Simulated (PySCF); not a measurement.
A calculation to check before its numbers are used.

A TDDFT job on ScH, SMILES `[ScH]` (singlet state). Method: TDDFT B3LYP/def2-SVPD, vertical, gas phase, core orbitals frozen in the response (PySCF).

Driver input (Å, PBE0-D3(BJ)/def2-SVP geometry):

```
{"job": {"kind": "uv", "xc": "B3LYP", "basis": "def2-SVPD", "ip": true}, "charge": 0, "multiplicity": 1}
Sc     0.8741    -0.0058    -0.0056
H     -0.8686     0.0084    -0.0227
```

Output:

```
coarse grid: 9912 points
cycle   1  E = -760.5559451950  dE =  2.575e-01  |g| = 1.024e+00  |ddm| = 2.859e+00
cycle   2  E = -760.3930123927  dE =  1.629e-01  |g| = 1.283e+00  |ddm| = 4.471e+00
cycle   3  E = -761.0435244597  dE = -6.505e-01  |g| = 3.351e-01  |ddm| = 4.140e+00
cycle   4  E = -761.1159898612  dE = -7.247e-02  |g| = 6.852e-02  |ddm| = 1.034e+00
cycle   5  E = -761.1182846355  dE = -2.295e-03  |g| = 4.019e-02  |ddm| = 2.273e-01
cycle   6  E = -761.1189177901  dE = -6.332e-04  |g| = 1.575e-02  |ddm| = 8.143e-02
cycle   7  E = -761.1190504340  dE = -1.326e-04  |g| = 5.926e-03  |ddm| = 4.064e-02
cycle   8  E = -761.1190910185  dE = -4.058e-05  |g| = 2.120e-03  |ddm| = 3.065e-02
cycle   9  E = -761.1191037908  dE = -1.277e-05  |g| = 6.310e-04  |ddm| = 2.574e-02
cycle  10  E = -761.1191048256  dE = -1.035e-06  |g| = 5.945e-05  |ddm| = 9.124e-03
final grid: 18416 points
cycle  11  E = -761.1191138332  dE = -2.271e-09  |g| = 5.558e-05  |ddm| = 3.432e-04
cycle  12  E = -761.1191138329  dE =  2.614e-10  |g| = 6.951e-05  |ddm| = 2.409e-04
cycle  13  E = -761.1191138348  dE = -1.878e-09  |g| = 7.189e-06  |ddm| = 1.346e-04
cycle  14  E = -761.1191138349  dE = -7.481e-11  |g| = 5.941e-06  |ddm| = 4.004e-05
converged SCF energy = -761.1191138349

Static polarisability (au): isotropic 105.710, principal 97.541 109.794 109.795

Singlet excitations
state   eV       nm        f      main configurations
  1   0.3857   3214.5   0.00000   H->L 1.00
  2   0.3859   3212.9   0.00000   H->L+1 1.00
  3   0.6217   1994.3   0.00033   H->L+2 0.97
  4   0.6217   1994.3   0.00033   H->L+3 0.97
  5   2.0613    601.5   0.10029   H->L+4 0.98
  6   3.0966    400.4   0.37030   H->L+5 0.96
  7   3.0967    400.4   0.37031   H->L+6 0.96
  8   3.5930    345.1   0.00000   H-1->L+1 1.00
  9   3.5931    345.1   0.00000   H-1->L 1.00
 10   4.0724    304.4   0.00642   H-1->L+2 0.98

Triplet excitations (Tamm-Dancoff, eV): -0.3076 -0.3072 0.2174 0.2174
Vertical ionisation energy (delta-SCF) = 6.5056 eV
Vertical electron affinity (delta-SCF) = 0.6189 eV
```

The SCF starts on a coarse grid; the energy jumps when the final grid takes over, and dE counts afresh there.

Frontier levels of this run: HOMO -4.52 eV, LUMO -2.46 eV.

**Question.** Which diagnosis fits best?
A. response equations not converged
B. a triplet lies below the closed-shell reference
C. SCF not converged

**Answer.** B. The lowest Tamm–Dancoff triplet root is negative, -0.31 eV. By this estimate a triplet lies below the closed-shell solution at this geometry and level, and that solution is no minimum once the two spins may take different orbitals. The orbital gap is 2.06 eV. The singlet excitations, the polarisability and the orbital energies refer to this closed shell, which need not be the ground state.

**Question.** What would you do next?

**Answer.** Solve the triplet and a broken-symmetry singlet by unrestricted SCF and compare energies; restart the closed shell from another guess in case it settled on a wrong occupation; where singlet and triplet lie close, use a multireference method.

On one thread of an x86-64 server (shared host), this took 1.8 s wall.
